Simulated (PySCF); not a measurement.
How well do the runs reproduce experiment for carbon disulfide?

**What was measured.**

From NIST CCCBDB Release 22 (SRD 101), experimental polarizabilities, for the gas: mean polarisability 8.749 Å³.

From Theoretical prediction of core-level binding energies: analysis of unexpected errors, J. Phys. Chem. A 2024 (PMC10860126), for the gas: C 1s binding energy of C2 293.1 eV.

Vidal, Pokhilko, Krylov, Coriani, J. Phys. Chem. Lett. 2020, 11, 8314 lists, for the gas: S 2p3/2 binding energy of S1/S3 169.98 eV.

From Zheng, Zhang, Jin, Southworth, Cheng, Phys. Chem. Chem. Phys. 2022, 24, 13587, for the gas: S 1s binding energy of S1/S3 2478.1 eV.

The results are set against them at the end.

Carbon disulfide, CS2.
Atom-mapped SMILES: `[S:1]=[C:2]=[S:3]`

Structure used (GFN2-xTB), in Å, numbered top down from 1:
```xyz
3
CS2 angstrom
S     -1.5077    0.4133   -0.0062
C      0.0038    0.0698   -0.0042
S      1.5154   -0.2738   -0.0022
```

Runs made with PySCF (gas phase, on this GFN2-xTB geometry; non-relativistic but for the core-level run):

| level | job | basis functions |
| --- | --- | --- |
| wB97X-D/def2-SVPD | 8 singlets by full TDDFT, 3 Tamm–Dancoff triplets, polarisability | 74 |
| PBE0/def2-SVPD, start guess huckel | 1 singlet by full TDDFT, polarisability, density and orbital grids written | 74 |
| delta-SCF UKS SCAN, pcX-2 on the ionised atom, pcseg-1 elsewhere, spin-free X2C | ΔSCF core ionisation, 3 holes | 92 |

**Comparison with experiment**

**Mean polarisability.** Measured: 8.749 Å³ (NIST CCCBDB Release 22 (SRD 101), experimental polarizabilities).

| level | computed (Å³) | computed − measured (Å³) | % (from the printed values) |
| --- | --- | --- | --- |
| wB97X-D/def2-SVPD | 8.030 | -0.719 | -8 |
| PBE0/def2-SVPD | 8.033 | -0.716 | -8 |

The computed values are static and purely electronic, with core orbitals frozen in the response (1 au = 0.148185 Å³). The table of measured values doesn't say here whether a value is static or optical, or holds a vibrational part.

**Core binding energies.** Delta-SCF UKS SCAN, pcX-2 on the ionised atom, pcseg-1 elsewhere, spin-free X2C in PySCF.

```json
{"level and atom": "C 1s, C2", "computed (eV)": "293.40", "measured (eV)": "293.1", "computed − measured (eV)": "+0.30"}
{"level and atom": "S 2p3/2, S1/S3", "computed (eV)": "170.17", "measured (eV)": "169.98", "computed − measured (eV)": "+0.19"}
{"level and atom": "S 1s, S1/S3", "computed (eV)": "2477.99", "measured (eV)": "2478.1", "computed − measured (eV)": "-0.11"}
```

Sources, in the order of the opening: Theoretical prediction of core-level binding energies: analysis of unexpected errors, J. Phys. Chem. A 2024 (PMC10860126); Vidal, Pokhilko, Krylov, Coriani, J. Phys. Chem. Lett. 2020, 11, 8314; Zheng, Zhang, Jin, Southworth, Cheng, Phys. Chem. Chem. Phys. 2022, 24, 13587. Against the first value of each row the mean signed difference is +0.13 eV and the largest in size +0.30 eV. The computed values are vertical, without vibrational structure; measured positions hang on the energy calibration. The first atom of each set that the bonding makes equivalent was ionised and stands for the set. The 2p values add to the ΔSCF energy of one spin-free hole a correction within the shell (spin–orbit coupling, ligand field).

No measured geometry was used, and the causes of the misses weren't examined.

wB97X-D is run here without its empirical dispersion term; that term would change no orbital, density or response property at a fixed geometry.
